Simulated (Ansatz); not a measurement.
How the LA phonon frequency at L of rock-salt CaO moves with the method

No measured value is used here.

```csv
level (code),value (cm⁻¹),cell (Å³/atom)
LDA (Ansatz),384,13.04
PBE (Ansatz),362,14.09
r²SCAN (Ansatz),377,13.78
r²SCANh (Ansatz),?,13.72
Hartree–Fock (Ansatz),386,14.33
```

Q: What belongs in the gaps?

A: 
- r²SCANh (Ansatz, a quantum-chemistry and plane-wave program), value (cm⁻¹): 380

Each level is taken at its own relaxed cell. Cutoffs differ between the levels. Ansatz's density-functional and Hartree–Fock values are scalar-relativistic unless marked +SOC, with PAW data made under PBE.
